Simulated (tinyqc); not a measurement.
Worked calculation: UHF in the sto-3g basis, for H2O+, spin multiplicity 2. One step of it, computed by the program tinyqc.

Problem. Iteration 2: building the Fock matrix. J_ij = sum D_kl (ij|kl) with D = D(alpha) + D(beta), K_ij = sum D_kl (ik|jl) for each spin; F = H + J - K(s); E = tr D H + tr D J / 2 - 0.5 sum_s tr D(s) K(s) + E_nn.

D(alpha) after iteration 1:
```
,1O 1s,1O 2s,1O 2px,1O 2py,1O 2pz,2H 1s,3H 1s
1O 1s,1.052637,-0.221208,0.000000,-0.000283,0.041736,-0.024210,-0.024419
1O 2s,-0.221208,0.940502,0.000000,0.001388,-0.195054,0.065622,0.065839
1O 2px,0.000000,0.000000,1.000000,0.000000,0.000000,0.000000,0.000000
1O 2py,-0.000283,0.001388,0.000000,0.650826,0.001004,0.248192,-0.248237
1O 2pz,0.041736,-0.195054,0.000000,0.001004,0.752572,0.193588,0.193844
2H 1s,-0.024210,0.065622,0.000000,0.248192,0.193588,0.159211,-0.029640
3H 1s,-0.024419,0.065839,0.000000,-0.248237,0.193844,-0.029640,0.160174
```

D(beta) after iteration 1:
```
,1O 1s,1O 2s,1O 2px,1O 2py,1O 2pz,2H 1s,3H 1s
1O 1s,1.050968,-0.213527,0.000000,-0.000298,0.046747,-0.028786,-0.029019
1O 2s,-0.213527,0.905666,0.000000,0.001449,-0.216059,0.083372,0.083675
1O 2px,0.000000,0.000000,0.000000,0.000000,0.000000,0.000000,0.000000
1O 2py,-0.000298,0.001449,0.000000,0.625521,0.000909,0.257050,-0.256908
1O 2pz,0.046747,-0.216059,0.000000,0.000909,0.745737,0.194158,0.194304
2H 1s,-0.028786,0.083372,0.000000,0.257050,0.194158,0.178941,-0.031742
3H 1s,-0.029019,0.083675,0.000000,-0.256908,0.194304,-0.031742,0.179873
```

core Hamiltonian H = T + V (hartree):
```
,1O 1s,1O 2s,1O 2px,1O 2py,1O 2pz,2H 1s,3H 1s
1O 1s,-32.422624,-7.542198,0.000000,0.000061,-0.011473,-0.748986,-0.759909
1O 2s,-7.542198,-9.050266,0.000000,0.000741,-0.143548,-1.956745,-1.979791
1O 2px,0.000000,0.000000,-7.219059,0.000000,0.000000,0.000000,0.000000
1O 2py,0.000061,0.000741,0.000000,-7.277963,0.000376,-1.101219,1.113303
1O 2pz,-0.011473,-0.143548,0.000000,0.000376,-7.273500,-1.092175,-1.102543
2H 1s,-0.748986,-1.956745,0.000000,-1.101219,-1.092175,-3.939662,-0.731936
3H 1s,-0.759909,-1.979791,0.000000,1.113303,-1.102543,-0.731936,-3.954418
```

Two-electron integrals (ij|kl) in chemists' order, unique and non-zero (hartree):
```
i,j,k,l,(ij|kl)
1,1,1,1,4.785065
2,1,1,1,0.741380
2,1,2,1,0.136873
2,2,1,1,1.118947
2,2,2,1,0.256633
2,2,2,2,0.817206
3,1,3,1,0.024477
3,2,3,1,0.037809
3,2,3,2,0.180518
3,3,1,1,1.115814
3,3,2,1,0.256684
3,3,2,2,0.817023
3,3,3,3,0.880159
4,1,4,1,0.024477
4,2,4,1,0.037809
4,2,4,2,0.180518
4,3,4,3,0.047444
4,4,1,1,1.115814
4,4,2,1,0.256684
4,4,2,2,0.817023
4,4,3,3,0.785270
4,4,4,4,0.880159
5,1,5,1,0.024477
5,2,5,1,0.037809
5,2,5,2,0.180518
5,3,5,3,0.047444
5,4,5,4,0.047444
5,5,1,1,1.115814
5,5,2,1,0.256684
5,5,2,2,0.817023
5,5,3,3,0.785270
5,5,4,4,0.785270
5,5,5,5,0.880159
6,1,1,1,0.073710
6,1,2,1,0.013511
6,1,2,2,0.025230
6,1,3,3,0.025184
6,1,4,1,0.000425
6,1,4,2,0.000808
6,1,4,4,0.025258
6,1,5,1,0.000409
6,1,5,2,0.000777
6,1,5,4,0.000071
6,1,5,5,0.025252
6,1,6,1,0.001349
6,2,1,1,0.209834
6,2,2,1,0.048865
6,2,2,2,0.176265
6,2,3,3,0.173103
6,2,4,1,0.002613
6,2,4,2,0.021459
6,2,4,4,0.177936
6,2,5,1,0.002514
6,2,5,2,0.020643
6,2,5,4,0.004650
6,2,5,5,0.177576
6,2,6,1,0.004925
6,2,6,2,0.050381
6,3,3,1,0.004723
6,3,3,2,0.028888
6,3,4,3,0.004258
6,3,5,3,0.004096
6,3,6,3,0.006600
6,4,1,1,0.118589
6,4,2,1,0.027941
6,4,2,2,0.107694
6,4,3,3,0.103041
6,4,4,1,0.006006
6,4,4,2,0.041000
6,4,4,4,0.114318
6,4,5,1,0.001234
6,4,5,2,0.011652
6,4,5,4,0.006753
6,4,5,5,0.105597
6,4,6,1,0.002917
6,4,6,2,0.037499
6,4,6,4,0.034224
6,5,1,1,0.114081
6,5,2,1,0.026879
6,5,2,2,0.103600
6,5,3,3,0.099124
6,5,4,1,0.001234
6,5,4,2,0.011652
6,5,4,4,0.101781
6,5,5,1,0.005910
6,5,5,2,0.040096
6,5,5,4,0.006814
6,5,5,5,0.109774
6,5,6,1,0.002806
6,5,6,2,0.036073
6,5,6,4,0.026574
6,5,6,5,0.032164
6,6,1,1,0.399024
6,6,2,1,0.094367
6,6,2,2,0.392513
6,6,3,3,0.378713
6,6,4,1,0.005566
6,6,4,2,0.065069
6,6,4,4,0.400004
6,6,5,1,0.005354
6,6,5,2,0.062595
6,6,5,4,0.020481
6,6,5,5,0.398416
6,6,6,1,0.009549
6,6,6,2,0.152564
6,6,6,4,0.129991
6,6,6,5,0.125049
6,6,6,6,0.774606
7,1,1,1,0.074786
7,1,2,1,0.013708
7,1,2,2,0.025598
7,1,3,3,0.025551
7,1,4,1,-0.000432
7,1,4,2,-0.000821
7,1,4,4,0.025626
7,1,5,1,0.000415
7,1,5,2,0.000789
7,1,5,4,-0.000072
7,1,5,5,0.025621
7,1,6,1,0.001353
7,1,6,2,0.004870
7,1,6,4,0.002678
7,1,6,5,0.002778
7,1,6,6,0.009406
7,1,7,1,0.001389
7,2,1,1,0.212406
7,2,2,1,0.049462
7,2,2,2,0.178355
7,2,3,3,0.175155
7,2,4,1,-0.002648
7,2,4,2,-0.021720
7,2,4,4,0.180053
7,2,5,1,0.002544
7,2,5,2,0.020868
7,2,5,4,-0.004705
7,2,5,5,0.179676
7,2,6,1,0.004858
7,2,6,2,0.040742
7,2,6,4,0.021177
7,2,6,5,0.028375
7,2,6,6,0.099317
7,2,7,1,0.005058
7,2,7,2,0.051521
7,3,3,1,0.004787
7,3,3,2,0.029254
7,3,4,3,-0.004313
7,3,5,3,0.004144
7,3,6,3,0.005158
7,3,7,3,0.006757
7,4,1,1,-0.119962
7,4,2,1,-0.028264
7,4,2,2,-0.108895
7,4,3,3,-0.104185
7,4,4,1,0.006087
7,4,4,2,0.041513
7,4,4,4,-0.115607
7,4,5,1,-0.001249
7,4,5,2,-0.011778
7,4,5,4,0.006831
7,4,5,5,-0.106766
7,4,6,1,-0.002670
7,4,6,2,-0.021157
7,4,6,4,-0.006186
7,4,6,5,-0.014495
7,4,6,6,-0.048353
7,4,7,1,-0.002994
7,4,7,2,-0.038317
7,4,7,4,0.034961
7,5,1,1,0.115255
7,5,2,1,0.027155
7,5,2,2,0.104622
7,5,3,3,0.100097
7,5,4,1,-0.001249
7,5,4,2,-0.011778
7,5,4,4,0.102784
7,5,5,1,0.005987
7,5,5,2,0.040570
7,5,5,4,-0.006894
7,5,5,5,0.110864
7,5,6,1,0.002766
7,5,6,2,0.028334
7,5,6,4,0.014483
7,5,6,5,0.024610
7,5,6,6,0.075146
7,5,7,1,0.002876
7,5,7,2,0.036814
7,5,7,4,-0.027097
7,5,7,5,0.032792
7,6,1,1,0.070095
7,6,2,1,0.016512
7,6,2,2,0.066026
7,6,3,3,0.064295
7,6,4,1,6.20e-07
7,6,4,2,0.000010
7,6,4,4,0.065292
7,6,5,1,0.001217
7,6,5,2,0.012568
7,6,5,4,2.37e-06
7,6,5,5,0.068417
7,6,6,1,0.001652
7,6,6,2,0.019847
7,6,6,4,0.012953
7,6,6,5,0.016022
7,6,6,6,0.068667
7,6,7,1,0.001676
7,6,7,2,0.020048
7,6,7,4,-0.013063
7,6,7,5,0.016154
7,6,7,6,0.010655
7,7,1,1,0.400864
7,7,2,1,0.094800
7,7,2,2,0.394175
7,7,3,3,0.380258
7,7,4,1,-0.005615
7,7,4,2,-0.065554
7,7,4,4,0.401754
7,7,5,1,0.005395
7,7,5,2,0.062982
7,7,5,4,-0.020652
7,7,5,5,0.400100
7,7,6,1,0.009313
7,7,6,2,0.098574
7,7,6,4,0.047999
7,7,6,5,0.074713
7,7,6,6,0.278569
7,7,7,1,0.009734
7,7,7,2,0.154634
7,7,7,4,-0.131629
7,7,7,5,0.126464
7,7,7,6,0.068667
7,7,7,7,0.774606
```

nuclear repulsion = 6.73893597 hartree

Give: Coulomb J; exchange K(alpha); exchange K(beta); F(alpha); F(beta); total energy of this density.

Solution.

Coulomb J (hartree):
```
,1O 1s,1O 2s,1O 2px,1O 2py,1O 2pz,2H 1s,3H 1s
1O 1s,16.491,3.071,0.000,0.000,-0.010,0.303,0.308
1O 2s,3.071,7.463,0.000,0.000,-0.002,1.592,1.611
1O 2px,0.000,0.000,7.403,0.000,0.000,0.000,0.000
1O 2py,0.000,0.000,0.000,7.474,0.000,0.970,-0.981
1O 2pz,-0.010,-0.002,0.000,0.000,7.488,0.939,0.949
2H 1s,0.303,1.592,0.000,0.970,0.939,3.675,0.603
3H 1s,0.308,1.611,0.000,-0.981,0.949,0.603,3.690
```

exchange K(alpha) (hartree):
```
,1O 1s,1O 2s,1O 2px,1O 2py,1O 2pz,2H 1s,3H 1s
1O 1s,4.894,0.838,0.000,0.000,0.002,0.088,0.089
1O 2s,0.838,1.326,0.000,0.000,-0.064,0.331,0.334
1O 2px,0.000,0.000,1.142,0.000,0.000,0.000,0.000
1O 2py,0.000,0.000,0.000,0.976,0.000,0.225,-0.227
1O 2pz,0.002,-0.064,0.000,0.000,1.031,0.207,0.209
2H 1s,0.088,0.331,0.000,0.225,0.207,0.342,0.093
3H 1s,0.089,0.334,0.000,-0.227,0.209,0.093,0.346
```

exchange K(beta) (hartree):
```
,1O 1s,1O 2s,1O 2px,1O 2py,1O 2pz,2H 1s,3H 1s
1O 1s,4.867,0.799,0.000,0.000,0.001,0.083,0.084
1O 2s,0.799,1.129,0.000,0.000,-0.078,0.306,0.309
1O 2px,0.000,0.000,0.257,0.000,0.000,0.000,0.000
1O 2py,0.000,0.000,0.000,0.908,0.000,0.224,-0.226
1O 2pz,0.001,-0.078,0.000,0.000,0.975,0.203,0.204
2H 1s,0.083,0.306,0.000,0.224,0.203,0.354,0.091
3H 1s,0.084,0.309,0.000,-0.226,0.204,0.091,0.358
```

F(alpha) (hartree):
```
,1O 1s,1O 2s,1O 2px,1O 2py,1O 2pz,2H 1s,3H 1s
1O 1s,-20.826,-5.310,0.000,0.000,-0.023,-0.534,-0.541
1O 2s,-5.310,-2.914,0.000,0.000,-0.081,-0.695,-0.703
1O 2px,0.000,0.000,-0.958,0.000,0.000,0.000,0.000
1O 2py,0.000,0.000,0.000,-0.780,0.000,-0.356,0.359
1O 2pz,-0.023,-0.081,0.000,0.000,-0.816,-0.360,-0.363
2H 1s,-0.534,-0.695,0.000,-0.356,-0.360,-0.606,-0.222
3H 1s,-0.541,-0.703,0.000,0.359,-0.363,-0.222,-0.610
```

F(beta) (hartree):
```
,1O 1s,1O 2s,1O 2px,1O 2py,1O 2pz,2H 1s,3H 1s
1O 1s,-20.799,-5.271,0.000,0.000,-0.023,-0.529,-0.536
1O 2s,-5.271,-2.717,0.000,0.000,-0.068,-0.670,-0.677
1O 2px,0.000,0.000,-0.073,0.000,0.000,0.000,0.000
1O 2py,0.000,0.000,0.000,-0.712,0.000,-0.355,0.358
1O 2pz,-0.023,-0.068,0.000,0.000,-0.760,-0.356,-0.358
2H 1s,-0.529,-0.670,0.000,-0.355,-0.356,-0.619,-0.220
3H 1s,-0.536,-0.677,0.000,0.358,-0.358,-0.220,-0.623
```

total energy of this density = -74.54463 hartree
